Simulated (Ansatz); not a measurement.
A run of Ansatz (development build ahead of 0.2.0) on doublet NaS₂ at this shape:

```xyz
3

Na    0.0000    0.0000    0.0000
S     0.0000    3.9268    0.0000
S     0.0000   -3.9268    0.0000
```

Its results:

```
Converged                       : yes
Total energy                    : -958.10838 hartree
Spin squared of the determinant : 0.750
Stability test                  : minimum among restricted orbitals
```

(1) Which input gives this output? Name the method, the orbitals and the basis set, and write the input.

## Answers

(1) PBE (restricted open-shell) in pcseg-2.

```yaml
crystal:
  periodic: [false, false, false]
  atoms:
    - { symbol: Na, position_ang: [0.0, 0.0, 0.0] }
    - { symbol: S, position_ang: [0.0, 3.9268, 0.0] }
    - { symbol: S, position_ang: [0.0, -3.9268, 0.0] }
basis:
  gaussian: { orbitals: pcseg-2 }
magnetization:
  initial_magnetization: 1
hamiltonian:
  xc: pbe
```

Caution: stretched shape with no unrestricted run beside it, a lower state can exist.
